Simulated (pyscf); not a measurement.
Optimised with ωB97X-D3(BJ)/def2-SVP in PySCF. MP2 and CC: frozen core, UHF for open shells. ΔMP2 is the change of the MP2 total energy from the triple- to the quadruple-zeta basis.

Problem. Estimate the classical barrier height and the reaction energy of F–BH–F (SMILES FBF) + H₂C=CH₂ (SMILES C=C) → F–BH–CH₂–CH₂–F (SMILES FBCCF) at CCSD(T)/def2-TZVPP + ΔMP2(QZVPP). The step runs on the singlet surface, breaks B–F and forms C–F, B–C; take the separated reactants as zero.

Solution. ΔE‡ = 39.9 kcal/mol, ΔE = +21.2 kcal/mol. Zero-point energy shifts the barrier by +2.1 kcal/mol. It is an addition across a multiple bond or ene-type step, with an imaginary mode of 549i cm⁻¹. The same reactants have a lower exit, to H₃C–CH₂–B(F)–F (barrier +23.3 kcal/mol at ωB97M-D3(BJ)/def2-TZVP, against +36.6 kcal/mol here). F–BH–CH₂–CH₂–F lies 56.4 kcal/mol over its isomer H₃C–CH₂–B(F)–F (electronic energy, ωB97M-D3(BJ)/def2-TZVP). One saddle was located; it need not be the lowest between these sides. The CCSD(T) − MP2 part came from Ansatz, without density fitting, on the same reference.
